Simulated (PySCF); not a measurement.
`ClC=C=CCl`, C₃H₂Cl₂

Molfile (atoms numbered from 1):
```
C3H2Cl2
     RDKit          3D

  7  6  0  0  0  0  0  0  0  0999 V2000
   -2.4610   -0.5827    0.7389 Cl  0  0  0  0  0  0  0  0  0  0  0  0
   -1.2652    0.2337   -0.2006 C   0  0  0  0  0  0  0  0  0  0  0  0
    0.0095    0.0886   -0.0109 C   0  0  0  0  0  0  0  0  0  0  0  0
    1.2877   -0.0212    0.1781 C   0  0  0  0  0  0  0  0  0  0  0  0
    2.2614   -1.2071   -0.6120 Cl  0  0  0  0  0  0  0  0  0  0  0  0
   -1.6783    0.8777   -0.9673 H   0  0  0  0  0  0  0  0  0  0  0  0
    1.8431    0.6220    0.8499 H   0  0  0  0  0  0  0  0  0  0  0  0
  1  2  1  0
  2  3  2  0
  3  4  2  0
  4  5  1  0
  2  6  1  0
  4  7  1  0
M  END
```

Computed, not measured: PySCF, quadratic response CAM-B3LYP/aug-cc-pVTZ first hyperpolarisability, Taylor convention, gas phase. Geometry: PBE0-D3(BJ)/def2-TZVP.

Q: Give the tensor of the static β(0;0,0) in the axes of these coordinates.

A: In au, Taylor convention; rows are the first index (the induced dipole):
```csv
,xx,yy,zz,xy,xz,yz
x,-11.6,+7.9,-1.3,-34.5,+4.1,+6.4
y,-34.5,-9.7,-2.4,+7.9,+6.4,-1.2
z,+4.1,-1.2,+0.6,+6.4,-1.3,-2.4
```
Norm of βᵢ = ⅓ Σⱼ (βᵢⱼⱼ + βⱼᵢⱼ + βⱼⱼᵢ): 46.9 au, hyper-Rayleigh value 24.0 au.
